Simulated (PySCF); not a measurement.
[C3H4F2]+: g tensor and hyperfine couplings

C3H4F2 (charge +1 and doublet state).
Cartesian coordinates in Å at the GFN2-xTB level; atoms count from 1:
```
atom  x, y, z in Å
C1     1.3781   -0.1440   -0.2627
C2     0.2503    0.5158   -0.0661
C3    -1.0972   -0.1375    0.2299
F4    -2.1280    0.5908   -0.1565
F5    -1.2194   -1.3595   -0.2633
H6     1.5669   -1.1774    0.0217
H7     2.2148    0.3178   -0.7891
H8     0.1625    1.6030   -0.0957
H9    -1.1144   -0.2028    1.3566
```

The hyperfine couplings belong to this conformer and change with its torsions.

The species is `[CH2][CH+]C(F)F` [radical] (charge +1).

Method: UKS B3LYP, pcH-1 on C F H, non-relativistic, mean-field spin-orbit, GIAO in PySCF 2.14.0. One conformer (not necessarily the lowest) at the GFN2-xTB geometry, without solvent, vibrations or thermal averaging. A GFN2-xTB geometry isn't a minimum of the functional, and hyperfine couplings can be far from their values at a DFT geometry, by a factor of two or more for some ions and for spin on atoms past the first row. The frame is twisted about the C1–C2 bond at this geometry (dihedral H6–C1–C2–C3 = -18°); couplings at other torsion angles weren't computed. No stability test was run, so a lower SCF solution isn't excluded.

- g1, g2, g3: 2.00214, 2.00403, 2.00512
- g_iso: 2.00376
- Form of g: rhombic: the two nearest values differ by 36 % of g3 − g1
- ⟨S²⟩: 0.7545 (exact 0.7500)

Isotropic coupling and dipolar principal values T1 to T3, in MHz; ρ(0) is the spin density at the nucleus:

```tsv
atom	isotope	a_iso	T1	T2	T3	Mulliken spin population	ρ(0) (bohr⁻³)
C1	13C	13.7	-39.9	-34.6	74.5	0.42	0.0122
C2	13C	14.1	-41.7	-32.7	74.4	0.36	0.0125
C3	13C	-28.6	-12.3	-11.5	23.8	0.03	-0.0255
F4	19F	39.2	-84.5	-76.7	161.2	0.04	0.0093
F5	19F	39.4	-65.8	-55.1	120.9	0.03	0.0094
H6	1H	16.8	-16.7	-8.9	25.6	0.00	0.0037
H7	1H	33.2	-17.8	-9.3	27.1	0.00	0.0074
H8	1H	33.9	-15.4	-9.0	24.4	0.01	0.0076
H9	1H	284.7	-10.6	-4.4	15.0	0.11	0.0637
```

The largest Mulliken spin populations are on C1 (+0.42), C2 (+0.36) and H9 (+0.11).

The SMILES `[CH2][CH+]C(F)F` draws the unpaired electron on C1, whose computed spin population is only +0.42.

Under fast tumbling the dipolar parts average out, and these isotropic splittings remain: 1 × 1H (H9, I = 1/2, 2 lines) with 10.15 mT, 2 × 19F (F4/F5, I = 1/2, 3 lines) with 1.40 mT, 1 × 1H (H8, I = 1/2, 2 lines) with 1.21 mT, 1 × 1H (H7, I = 1/2, 2 lines) with 1.18 mT and 1 × 1H (H6, I = 1/2, 2 lines) with 0.60 mT.

Class means assume fast exchange of nuclei equivalent by connectivity; if that motion is slow, each nucleus keeps its own coupling. H6 and H7 aren't averaged: C1 is flat or nearly so (angle sum 360°), and its turn about the short C1–C2 bond (1.32 Å) is taken as slow.

The 13C coupling of C3 (-28.6 MHz) shows only in satellite lines or after enrichment, since that isotope makes up about 1.07 % of natural carbon.

Examples of negative spin density at the nucleus (bohr⁻³): C3 (-0.0255).
